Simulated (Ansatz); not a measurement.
in.yaml

```yaml
crystal:
  periodic: [false, false, false]
  atoms:
    - {symbol: Al, position_ang: [0.000000, 0.000000, 0.718558]}
    - {symbol: N, position_ang: [0.000000, 0.000000, -1.184814]}
    - {symbol: H, position_ang: [0.000000, -1.731178, 0.391627]}
    - {symbol: H, position_ang: [0.000000, 1.731178, 0.391627]}
    - {symbol: H, position_ang: [-0.826335, 0.000000, -1.776862]}
    - {symbol: H, position_ang: [0.826335, 0.000000, -1.776862]}
basis:
  gaussian: {orbitals: STO-3G}
total_charge: 1
magnetization: {spin_polarized: false, initial_magnetization: 3}
correlation: {method: mp2, electrons: outside_noble_gas}
scf: {lower_state_search: light}
```

```sh
$ ansatz run in.yaml --threads 1 --pin off --events-out ev --progress --plain --max-ram 2393MiB
```

The program prints:

```
218 factors; integrals over basis functions are off by at most 2.5e-5 eV
mean field evaluation 1: about -8014.2448 eV, gradient 2.5e1 eV
mean field evaluation 2: about -8014.2967 eV, gradient 2.5e1 eV
mean field evaluation 4: about -8016.8735 eV, gradient 3.6e0 eV
mean field evaluation 8: about -8016.9970 eV, gradient 4.7e-3 eV
mean field evaluation 16: about -8016.9953 eV, gradient 2.1e-3 eV
mean field evaluation 32: about -8017.7978 eV, gradient 2.7e-4 eV
mean field evaluation 64: about -8017.7808 eV, gradient 1.0e0 eV
mean field -8017.79778521 eV, -294.6486339480 hartree, gradient 2.3e-6 eV, S^2 3.750000; 7 other end points of the search recorded, 0 dependent functions left out
mean field evaluation 96: about -8018.1181 eV, gradient 1.9e-4 eV
6 core orbitals not correlated: weight in the atoms' cores, before any rotation towards them, 0.999 or more for the frozen orbitals, at most 0.000 for the correlated occupied ones
reference -8017.79778521 eV, -294.6486339480 hartree; 7, 4 occupied and 5, 8 virtual orbitals, 218 factors
second order -1.57490427 eV of doubles, -0.12973426 eV of singles
Total energy: -8019.50242374 eV, -294.7112782586 hartree
```

Ran on 1 thread of Arm Neoverse V1, shared host: 0.3 s wall, 0.18 GiB peak host memory.
